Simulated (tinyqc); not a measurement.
Worked calculation: RHF in the sto-3g basis, for HF, spin multiplicity 1. One step of it, computed by the program tinyqc.

Problem. Iteration 1: building the Fock matrix. J_ij = sum D_kl (ij|kl), K_ij = sum D_kl (ik|jl); F = H + J - 0.5 K; E = tr D H + tr D J / 2 - 0.25 tr D K + E_nn.

D at the start:
```
,1F 1s,1F 2s,1F 2px,1F 2py,1F 2pz,2H 1s
1F 1s,0.121041,-0.531749,0.000000,0.000000,-0.030597,0.113269
1F 2s,-0.531749,2.369415,0.000000,0.000000,0.205608,-0.774717
1F 2px,0.000000,0.000000,2.000000,0.000000,0.000000,0.000000
1F 2py,0.000000,0.000000,0.000000,2.000000,0.000000,0.000000
1F 2pz,-0.030597,0.205608,0.000000,0.000000,2.169515,-0.638732
2H 1s,0.113269,-0.774717,0.000000,0.000000,-0.638732,2.406733
```

core Hamiltonian H = T + V (hartree):
```
,1F 1s,1F 2s,1F 2px,1F 2py,1F 2pz,2H 1s
1F 1s,-40.486361,-9.499465,0.000000,0.000000,-0.009624,-1.148784
1F 2s,-9.499465,-10.964002,0.000000,0.000000,-0.119275,-2.672438
1F 2px,0.000000,0.000000,-8.639469,0.000000,0.000000,0.000000
1F 2py,0.000000,0.000000,0.000000,-8.639469,0.000000,0.000000
1F 2pz,-0.009624,-0.119275,0.000000,0.000000,-8.705194,-1.880073
2H 1s,-1.148784,-2.672438,0.000000,0.000000,-1.880073,-4.547323
```

Two-electron integrals (ij|kl) in chemists' order, unique and non-zero (hartree):
```
i,j,k,l,(ij|kl)
1,1,1,1,5.403501
2,1,1,1,0.841920
2,1,2,1,0.156299
2,2,1,1,1.268028
2,2,2,1,0.292344
2,2,2,2,0.926167
3,1,3,1,0.027998
3,2,3,1,0.043169
3,2,3,2,0.204588
3,3,1,1,1.264502
3,3,2,1,0.292403
3,3,2,2,0.925959
3,3,3,3,0.997514
4,1,4,1,0.027998
4,2,4,1,0.043169
4,2,4,2,0.204588
4,3,4,3,0.053770
4,4,1,1,1.264502
4,4,2,1,0.292403
4,4,2,2,0.925959
4,4,3,3,0.889973
4,4,4,4,0.997514
5,1,5,1,0.027998
5,2,5,1,0.043169
5,2,5,2,0.204588
5,3,5,3,0.053770
5,4,5,4,0.053770
5,5,1,1,1.264502
5,5,2,1,0.292403
5,5,2,2,0.925959
5,5,3,3,0.889973
5,5,4,4,0.889973
5,5,5,5,0.997514
6,1,1,1,0.102198
6,1,2,1,0.018824
6,1,2,2,0.035027
6,1,3,3,0.034973
6,1,4,4,0.034973
6,1,5,1,0.000762
6,1,5,2,0.001437
6,1,5,5,0.035141
6,1,6,1,0.002290
6,2,1,1,0.274503
6,2,2,1,0.064204
6,2,2,2,0.228817
6,2,3,3,0.225386
6,2,4,4,0.225386
6,2,5,1,0.004371
6,2,5,2,0.034979
6,2,5,5,0.235453
6,2,6,1,0.007855
6,2,6,2,0.071232
6,3,3,1,0.006530
6,3,3,2,0.039418
6,3,5,3,0.007249
6,3,6,3,0.010271
6,4,4,1,0.006530
6,4,4,2,0.039418
6,4,5,4,0.007249
6,4,6,4,0.010271
6,5,1,1,0.193368
6,5,2,1,0.045786
6,5,2,2,0.174685
6,5,3,3,0.167361
6,5,4,4,0.167361
6,5,5,1,0.009246
6,5,5,2,0.064564
6,5,5,5,0.189132
6,5,6,1,0.005820
6,5,6,2,0.066801
6,5,6,5,0.072493
6,6,1,1,0.453183
6,6,2,1,0.107711
6,6,2,2,0.443707
6,6,3,3,0.429408
6,6,4,4,0.429408
6,6,5,1,0.008621
6,6,5,2,0.098444
6,6,5,5,0.471860
6,6,6,1,0.013240
6,6,6,2,0.182479
6,6,6,5,0.199341
6,6,6,6,0.774606
```

nuclear repulsion = 4.15221874 hartree

Give: Coulomb J; exchange K; Fock matrix F; total energy of this density.

Solution.

Coulomb J (hartree):
```
,1F 1s,1F 2s,1F 2px,1F 2py,1F 2pz,2H 1s
1F 1s,11.0060,2.5379,0.0000,0.0000,0.0184,0.3048
1F 2s,2.5379,8.2479,0.0000,0.0000,0.1821,2.1788
1F 2px,0.0000,0.0000,8.2202,0.0000,0.0000,0.0000
1F 2py,0.0000,0.0000,0.0000,8.2202,0.0000,0.0000
1F 2pz,0.0184,0.1821,0.0000,0.0000,8.2973,1.7793
2H 1s,0.3048,2.1788,0.0000,0.0000,1.7793,5.1028
```

exchange K (hartree):
```
,1F 1s,1F 2s,1F 2px,1F 2py,1F 2pz,2H 1s
1F 1s,0.3003,0.2751,0.0000,0.0000,0.0005,0.0438
1F 2s,0.2751,2.9515,0.0000,0.0000,0.0346,0.7789
1F 2px,0.0000,0.0000,2.6173,0.0000,0.0000,0.0000
1F 2py,0.0000,0.0000,0.0000,2.6173,0.0000,0.0000
1F 2pz,0.0005,0.0346,0.0000,0.0000,2.6564,0.5852
2H 1s,0.0438,0.7789,0.0000,0.0000,0.5852,1.7160
```

Fock matrix F (hartree):
```
,1F 1s,1F 2s,1F 2px,1F 2py,1F 2pz,2H 1s
1F 1s,-29.6305,-7.0991,0.0000,0.0000,0.0085,-0.8659
1F 2s,-7.0991,-4.1918,0.0000,0.0000,0.0455,-0.8830
1F 2px,0.0000,0.0000,-1.7279,0.0000,0.0000,0.0000
1F 2py,0.0000,0.0000,0.0000,-1.7279,0.0000,0.0000
1F 2pz,0.0085,0.0455,0.0000,0.0000,-1.7361,-0.3933
2H 1s,-0.8659,-0.8830,0.0000,0.0000,-0.3933,-0.3025
```

total energy of this density = -43.154189 hartree
